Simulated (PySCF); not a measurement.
Compound: CCl₃ (doublet state).
SMILES: `Cl[C](Cl)Cl`

Theory: PySCF 2.14.0, PBE0-D3(BJ)/def2-SVP geometry optimisation, gas phase.

Take the most abundant isotopes and a rigid rotor. 

Q: Give the principal moments of inertia and the rotational constants in MHz.

A: Ia = 150.04, Ib = 150.11, Ic = 298.25 u·Å²; 505379 MHz·u·Å²/I gives A = 3368, B = 3367, C = 1694 MHz.

Q: Classify the top.

A: An oblate symmetric top, as the point group C3v requires two equal moments; the computed ones differ by 0.05 % because the geometry is symmetric only within the optimiser's tolerance: κ = (2 × 3367 − 3368 − 1694)/(3368 − 1694) = 1.00.

Q: What does the inertial defect say?

A: Not planar: Δ = Ic − Ia − Ib = -1.90 u·Å². For a rigid frame Δ = −2 Σ m c², so Σ m c² = 0.95 u·Å² lies off the ab plane. The atom farthest from that plane is 0.27 Å away.

Q: Where do the R-branch lines fall?

A: The dipole of 0.24 D lies along the symmetry axis, so ΔK = 0 and J+1 ← J falls at 2B(J+1) for every K: 6.74 GHz, 13.47 GHz, 20.21 GHz, 26.94 GHz, 33.68 GHz for J = 0 to 4.

Q: Estimate the classical rotational partition function at 10 K, 25 K and 100 K.

A: Point group C3v, symmetry number σ = 3; q = (√π/σ)·√((kT/h)³/(ABC)), k/h = 20836.6 MHz/K: 405 at 10 K, 1600 at 25 K, 12800 at 100 K.

For this open shell read J as N, the rotation without spin; fine and hyperfine splittings come on top. Whether it is a minimum is left open (no frequencies). ⟨S²⟩ = 0.754 (exact for a doublet: 0.75). Constants of a rigid frame at the computed geometry: no zero-point averaging, no centrifugal distortion.

Time: 6.3 s wall. Hardware: one thread of an x86-64 server (shared host). This is the geometry optimisation.
